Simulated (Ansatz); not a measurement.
Wavefunction ladder for B₂H₄O (`BBO`)

Z-matrix (Å, degrees):
```
B
B 1 1.671
H 1 1.200 2 122.0
H 1 1.200 2 122.0 3 -174.5
O 2 1.357 1 123.3 3 -92.8
H 2 1.214 1 118.1 3 87.3
H 5 0.960 2 113.4 1 180.0
```

Total charge 0; spin multiplicity 1. The structure was optimised at the PBE0-D4/def2-TZVP level. It is one conformer, not always the lowest. Frozen core, restricted reference, the Gaussian-basis code of Ansatz. CBS rows extrapolate triple and quadruple zeta; past MP2 they add the triple-zeta difference.

```tsv
basis	HF (Eh)	MP2 corr.	CCSD corr.	(T)	CCSD(T) total
def2-SVP	-126.46703	?	?	-0.00888	?
def2-TZVPP	-126.61705	-0.43904	-0.46976	-0.01557	-127.10238
def2-QZVPP	?	-0.47149	–	–	–
CBS(def2)	?	-0.49554	-0.52626	as TZ	?
```

Problem. Fill in the withheld values. (Estimate.)

Solution. Computed: def2-SVP MP2 corr.: -0.35134; def2-SVP CCSD corr.: -0.38703; def2-SVP CCSD(T) total: -126.86294; def2-QZVPP HF (Eh): -126.62336; CBS(def2) HF (Eh): -126.62423; CBS(def2) CCSD(T) total: -127.16606.
